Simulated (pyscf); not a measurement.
Optimised with ωB97X-D3(BJ)/def2-SVP in PySCF. Correlated levels are frozen-core, on RHF or UHF. ΔMP2 is the change of the MP2 total energy from the triple- to the quadruple-zeta basis.

**Question.** How much does it cost (ΔH, 298 K, CCSD(T)/def2-TZVPP + ΔMP2(QZVPP)) to split H₃C–BH–Cl (SMILES CBCl) at its B–Cl bond into [HB–CH₃]• + Cl•?

**Answer.** B–Cl to [HB–CH₃]• + Cl•: 521.3 kJ/mol. The radicals are drawn with the spin at the cut bond; how far it spreads was not checked. [HB–CH₃]• lies 43.2 kJ/mol over its isomer H₂B–CH₂•, and others may lie lower still (electronic energy, ωB97M-D3(BJ)). The CCSD(T) − MP2 part came from Ansatz, without density fitting, on the same reference. Left out: the spin-orbit lowering of Cl.
